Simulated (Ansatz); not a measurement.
## Two structures, one formula

Two relaxed structures of CH4Si2, closed shell (PBE0-D4/def2-TZVP; forces vanish, vibrations not checked).

A:

C1  (-1.607, 0.080, -0.954)
Si2  (-0.272, -0.338, 0.009)
Si3  (1.690, 0.299, 0.814)
H4  (-2.447, -0.589, -1.101)
H5  (-1.668, 1.038, -1.460)
H6  (1.604, 0.228, 2.304)
H7  (2.700, -0.718, 0.389)
(Å)

B:

```
7
angstrom
C -1.5492 0.1476 -0.8474
Si -0.3097 -0.5364 0.1487
Si 1.7357 0.5470 0.0180
H -2.5670 -0.2224 -0.9252
H -1.3346 1.0177 -1.4613
H -0.7164 -1.7262 0.9474
H 2.3834 -0.4209 1.0036
```

Ansatz 0.2.0; basis: def2-TZVPP; cores frozen in the correlated methods. B3LYP uses VWN-RPA correlation.

Question: Which structure is lower at CCSD(T), and by how much? (Judge from chemistry; the value comes from the calculation.)

Answer: By the calculation: B, by 1.19 kcal/mol (electronic energy, against the other). By their contacts, A is CH₄Si₂ ([CH2][Si][SiH2]) and B is CH₄Si₂ ([CH2][SiH][SiH]).

Question: Do the other methods give the same order? (A judgement: the text doesn't fix the answer.)

Answer: The calculation gives: Not all: PBE-D4, r2SCAN-D4 give the other order.

| method | E(B) − E(A) (kcal/mol) |
| --- | --- |
| PBE-D4 | 0.73 |
| r2SCAN-D4 | 1.17 |
| PBE0-D4 | -0.85 |
| B3LYP-D4 | -2.11 |
| wB97M-V | -2.89 |
| HF | -8.68 |
| MP2 | -0.82 |
| CCSD | -2.69 |
| CCSD(T) | -1.19 |

No T1 diagnostic of these runs exceeds 0.022. The restricted Hartree–Fock reference is unstable towards an unrestricted one at one or more of these structures. A large double-excitation amplitude points to some diradical character; no triplet was computed.

Labels in which every atom is bracketed show which atoms are joined, not bond orders.

For scale, one of the runs: CCSD(T)/def2-TZVPP, 171 basis functions, launched by `ansatz run in.yaml --threads 2 --pin off --events-out ev --progress --plain --max-ram 4352MiB`. The run took 20 s on 2 CPU threads of an Arm Neoverse V2 (shared host), with 1.3 GiB of host memory at its peak.
